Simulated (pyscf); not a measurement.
Thermochemistry of product channels of H₂C=CH–NH₂ on the singlet surface, in kcal/mol, from ωB97M-D3(BJ)/def2-TZVP energies (ideal gas, 1 atm, RRHO with modes under 100 cm⁻¹ raised to 100, one conformer, R ln 2 for chiral ones without a mode under 150 cm⁻¹). Single points on ωB97X-D3(BJ)/def2-SVP structures (PySCF, gas phase).

```
products                        ΔE  ΔH(298 K)  ΔG(298 K)  ΔG(600 K)
---------------------------  -----  ---------  ---------  ---------
cyclic C₂H₅N (SMILES C1CN1)  +16.6      +17.1      +18.3        ___
H₂C=C=NH + hydrogen (H₂)       ___      +30.7      +22.5      +13.7
```

What belongs in the gaps?


- cyclic C₂H₅N (SMILES C1CN1), ΔG(600 K): +19.8
- H₂C=C=NH + hydrogen (H₂), ΔE: +38.3

The channel to H₂C=C=NH + H₂ turns favourable between 298 and 1200 K (ΔG from +22.5 kcal/mol to -4.6 kcal/mol).

These are energies of the channels, which say nothing of barriers. cyclic C₂H₅N (SMILES C1CN1) lies 19.0 kcal/mol over its isomer H₃C–CH=NH (electronic energy, ωB97M-D3(BJ)/def2-TZVP). H₂C=C=NH lies 26.0 kcal/mol over its isomer H₃C–C≡N (electronic energy, ωB97M-D3(BJ)/def2-TZVP).
